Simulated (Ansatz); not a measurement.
Predict the output of the script below (the Ansatz DFT code, driven from Python).

`energy_c4h4cl.py`:
```python
# -*- coding: utf-8 -*-
from pathlib import Path
import warnings

import ansatz as az
import numpy as np

warnings.simplefilter("ignore", az.DeckWarning)

c4h4cl = (
    az.Crystal.molecule()
    .atom("Cl", (2.9912, -0.623, -0.6234))
    .atom("C", (1.8787, 0.4218, 0.2403))
    .atom("C", (0.5683, 0.2214, 0.1456))
    .atom("C", (-0.6494, -0.5354, -0.3858))
    .atom("C", (-0.8802, 0.5722, 0.4856))
    .atom("H", (-0.8172, -0.3528, -1.4679))
    .atom("H", (-0.7457, -1.5449, 0.066))
    .atom("H", (-1.1371, 0.3243, 1.5368))
    .atom("H", (-1.2086, 1.5164, 0.0028))
)

calculation = (
    c4h4cl.calculation()
    .basis(gaussian="def2-SVP")
    .functional("HF")
    .spin("collinear", total=1)
    .forces()
    .orbitals()
)
print(calculation.to_yaml())
done = calculation.run(threads=1, runs_dir="runs")
summary = done.report

print("reference energy %16.6f eV" % summary["reference_energy_ev"])
print("total energy     %16.6f eV" % summary["free_energy_ev"])
print("occupied orbitals outside the frozen core (up, down):", summary["n_occupied"], " frozen:", summary["n_frozen"], " virtual:", summary["n_virtual"])

field = summary["mean_field"]
print("<S^2> =", round(abs(field["state"]["spin_squared"]), 4), " all-electron relativity setting:", field["relativity"])
print("passes:", field["passes"])
if "symmetry" in field:
    print("occupied orbitals by irrep:", field["symmetry"]["occupied"])

symbols = [site.symbol for site in c4h4cl.cartesian_sites]
print("forces (eV/A)")
for symbol, f in zip(symbols, summary["forces_ev_ang"]):
    print(f"  {symbol:2s} {f[0]:9.4f} {f[1]:9.4f} {f[2]:9.4f}")

charges = summary["charge_distribution"]
print("dipole moment", round(4.803205 * float(np.linalg.norm(charges["dipole_moment_e_ang"])), 3), "D")
print("Mulliken:", [(s, round(q, 3)) for s, q in zip(symbols, charges["mulliken_charges_e"])])

lines = Path(summary["orbitals_path"]).read_text().splitlines()
field_of = lambda key: [line.split("=")[1].strip() for line in lines if line.startswith(key)]
orbitals = [(27.211386 * float(e), s, float(n)) for e, s, n in zip(field_of("Ene="), field_of("Spin="), field_of("Occup="))]
homo = max(e for e, _, n in orbitals if n > 0.5)
lumo = min(e for e, _, n in orbitals if n < 0.5)
print(f"HOMO {homo:.3f} eV, LUMO {lumo:.3f} eV, gap {lumo - homo:.3f} eV")
```

```console
$ python energy_c4h4cl.py
crystal:
  periodic: [false, false, false]
  atoms:
    - { symbol: Cl, position_ang: [2.9912, -0.623, -0.6234] }
    - { symbol: C, position_ang: [1.8787, 0.4218, 0.2403] }
    - { symbol: C, position_ang: [0.5683, 0.2214, 0.1456] }
    - { symbol: C, position_ang: [-0.6494, -0.5354, -0.3858] }
    - { symbol: C, position_ang: [-0.8802, 0.5722, 0.4856] }
    - { symbol: H, position_ang: [-0.8172, -0.3528, -1.4679] }
    - { symbol: H, position_ang: [-0.7457, -1.5449, 0.066] }
    - { symbol: H, position_ang: [-1.1371, 0.3243, 1.5368] }
    - { symbol: H, position_ang: [-1.2086, 1.5164, 0.0028] }
basis:
  gaussian:
    orbitals: def2-SVP
hamiltonian:
  xc: hf
magnetization:
  spin_polarized: true
  initial_magnetization: 1.0
output:
  orbitals: {}
  forces: true

reference energy    -16677.467587 eV
total energy        -16677.467587 eV
occupied orbitals outside the frozen core (up, down): [23, 22]  frozen: 0  virtual: [71, 72]
<S^2> = 1.0403  all-electron relativity setting: none
passes: {'evaluations': 24, 'products': 29}
occupied orbitals by irrep: [{'A': 23}, {'A': 22}]
forces (eV/A)
  Cl    0.1208    0.7448    0.5732
  C    -0.9085   -1.5946   -1.1969
  C    -2.0276    0.4340    0.4309
  C     2.1741   -1.8250   -1.5195
  C     1.4458    2.3785    1.7828
  H    -0.1300   -0.8015    0.8549
  H    -0.2158    0.6238   -0.9776
  H    -0.2723    0.7338   -0.8922
  H    -0.1865   -0.6938    0.9443
dipole moment 2.593 D
Mulliken: [('Cl', -0.156), ('C', 0.033), ('C', -0.187), ('C', -0.022), ('C', -0.036), ('H', 0.093), ('H', 0.093), ('H', 0.091), ('H', 0.091)]
HOMO -10.130 eV, LUMO 2.208 eV, gap 12.339 eV
```

What to keep in mind:
- Total energies depend on the basis set; only differences at equal settings carry meaning.
- The geometry is a force-field or estimated start, not a minimum of this method, and the basis set is short of its limit.
- The species is open-shell (spin multiplicity 2).
- The expectation value of S² is noticeably off S(S+1) in at least one run, so that state is spin-contaminated.
- Levels such as HOMO and LUMO are orbital energies: in Hartree-Fock the gap is too wide and the LUMO hangs on the basis.
- Hardware and time: 2.5 s on 1 thread of Arm Neoverse V2, on a shared host, peak memory 0.27 GiB.

(A comment or docstring line of the script was reworded after the run, the code is as it ran; lines on the test bed's own set-up are left out of the output.)
